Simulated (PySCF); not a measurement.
Species: C6H12 (charge +1 and doublet state).
Geometry (GFN2-xTB, Å), atoms numbered from 1 in this order:
```xyz
18
C6H12 angstrom
C      2.0589   -0.1726    0.8777
C      1.1160    0.5509    0.2727
C     -0.2189    0.0480   -0.2193
C     -0.2543   -1.4195   -0.5762
C     -0.9686    0.3135    1.1386
C     -0.8018    0.9231   -1.3060
H      1.8995   -1.1626    1.2794
H      3.0709    0.2000    0.9611
H      1.2642    1.6104    0.0931
H     -1.2575   -1.7095   -0.8818
H      0.4031   -1.6302   -1.4204
H      0.0583   -2.0526    0.2509
H     -0.6044   -0.3250    1.9378
H     -2.0114    0.0648    0.9326
H     -0.9151    1.3544    1.4466
H     -0.1957    0.8556   -2.2105
H     -0.8509    1.9673   -1.0064
H     -1.8010    0.5904   -1.5816
```

The hyperfine couplings belong to this conformer and change with its torsions.

The species is `CC(C)(C)[CH+][CH2]` [radical] (charge +1).

Level of theory: PySCF 2.14.0, UKS B3LYP, pcH-1 on C H, non-relativistic, mean-field spin-orbit, GIAO. One conformer (not necessarily the lowest) at the GFN2-xTB geometry, without solvent, vibrations or thermal averaging. A GFN2-xTB geometry isn't a minimum of the functional, and hyperfine couplings can be far from their values at a DFT geometry, by a factor of two or more for some ions and for spin on atoms past the first row. The frame is twisted about the C1–C2 bond at this geometry (dihedral H7–C1–C2–C3 = -14°); couplings at other torsion angles weren't computed. The SCF solution wasn't tested for stability.

Problem. What is the g tensor, term by term?

Solution. 
```
                    Δg (ppm)     1     2     3
relativistic mass correction  -148  -148  -148
            gauge correction    -5    31    34
   orbital Zeeman/spin–orbit   144   597  1279
                       total    -9   480  1165
```

So g = 2.00231, 2.00280, 2.00348 and g_iso = 2.00286; the tensor is rhombic: the two nearest values differ by 42 % of g3 − g1. Axes: g3 points within 9° of the C1–C2 bond.

Problem. Average each term over the three axes. Which is largest in size?

Solution. The orbital-Zeeman/spin–orbit term 673, the mass correction -148 and the gauge correction 20 ppm, for a total of 545 ppm. The orbital-Zeeman/spin–orbit term is the largest in size. The mass correction is the same along every axis, so the anisotropy comes from the other two: their spans along these axes are 39 (gauge) and 1135 ppm (orbital Zeeman/spin–orbit).

Problem. What effective moment and Curie constant follow for a powder?

Solution. With the mean of g² = 4.0115 and S(S+1) = 0.75: μ_eff = √(⟨g²⟩S(S+1)) = 1.735 μB and χT = 0.12505·⟨g²⟩·S(S+1) = 0.376 cm³ K/mol (cgs; spin-Hamiltonian part alone).

Problem. In a frozen sample, at which fields do the three g values resonate at 9.5, 34, 94 and 263 GHz (hyperfine left aside), and which band first spreads them over more than twice a line width of 0.3 mT?

Solution. 
```tsv
band	GHz	B(g3) mT	B(g2) mT	B(g1) mT	spread mT
X	9.5	338.79	338.90	338.99	0.20
Q	34.0	1212.50	1212.91	1213.21	0.71
W	94.0	3352.20	3353.35	3354.17	1.97
J	263.0	9379.04	9382.24	9384.54	5.50
```

The spread grows in proportion to the frequency. Q band is the first where it exceeds 0.6 mT.

The largest Mulliken spin populations are on C1 (+0.54), C2 (+0.22), C5 (+0.12) and C3 (+0.07). The angles at C1 add up to 360.0°, so it is planar.

The HOMO–LUMO gaps are 6.69 eV among the α and 3.22 eV among the β orbitals.
